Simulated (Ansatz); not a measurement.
Abridged output of a molecular run in Ansatz:

```
Functional definition: HF
  name "HF"
  cite "Fock, Z. Phys. 61, 126 (1930) doi:10.1007/BF01340294"
  parent pbe
  exchange = exact_x
  correlation = 0
1488 factors; integrals over basis functions are off by at most 8.5e-4 eV
mean field evaluation 1: about -17160.0095 eV, gradient 3.8e1 eV
mean field evaluation 2: about -17160.2810 eV, gradient 3.9e1 eV
mean field evaluation 4: about -17163.5941 eV, gradient 4.0e0 eV
mean field evaluation 8: about -17163.6576 eV, gradient 3.5e-1 eV
mean field evaluation 16: about -17163.6583 eV, gradient 1.8e-6 eV
mean field -17163.65825745 eV, -630.7528070160 hartree, gradient 1.8e-6 eV, S^2 0.000000; 0 other end points of the search recorded, 0 dependent functions left out
9 core orbitals not correlated: weight in the atoms' cores, before any rotation towards them, 1.000 or more for the frozen orbitals, at most 0.000 for the correlated occupied ones
reference -17163.65825745 eV, -630.7528070160 hartree; 16, 16 occupied and 225, 225 virtual orbitals, 1488 factors
second order -26.83334916 eV of doubles, -0.00000000 eV of singles
cycle   1  -27.19476931 eV  change   -3.6e-1 eV  update   1.1e-1
cycle   2  -27.80592019 eV  change   -6.1e-1 eV  update   3.0e-2
cycle   3  -27.93848440 eV  change   -1.3e-1 eV  update   1.5e-2
cycle   4  -27.92941813 eV  change    9.1e-3 eV  update   3.4e-3
cycle   5  -27.92784377 eV  change    1.6e-3 eV  update   1.6e-3
cycle   6  -27.92848344 eV  change   -6.4e-4 eV  update   5.2e-4
cycle   7  -27.92824444 eV  change    2.4e-4 eV  update   2.2e-4
cycle   8  -27.92813245 eV  change    1.1e-4 eV  update   6.5e-5
cycle   9  -27.92815044 eV  change   -1.8e-5 eV  update   2.6e-5
perturbative correction -1.10126507 eV, -0.0404707449 hartree
Total energy: -17192.68767297 eV, -631.8196183593 hartree
```

Its atoms:

Cartesian coordinates in Å:
```
C 0.0419 1.7625 0.7925
S -0.2716 0.0340 1.1699
C -0.1655 -0.6611 -0.4875
N -0.2182 -2.0552 -0.3754
F 1.0065 -0.2026 -1.1149
H -0.7244 2.1659 0.1286
H 1.0280 1.8929 0.3505
H -0.0020 2.2968 1.7419
H -0.9817 -0.2956 -1.1157
H -0.2526 -2.5151 -1.2739
H 0.5396 -2.4227 0.1840
```

Which basis set was used?
A. def2-SVP
B. def2-TZVPPD
C. def2-TZVPP
D. cc-pV(D+d)Z

C. It gives 250 functions.

Write the keys of the input that set method, charge and spin (a neutral closed shell needs none for the last two).


```yaml
correlation: {method: ccsd_t}
```
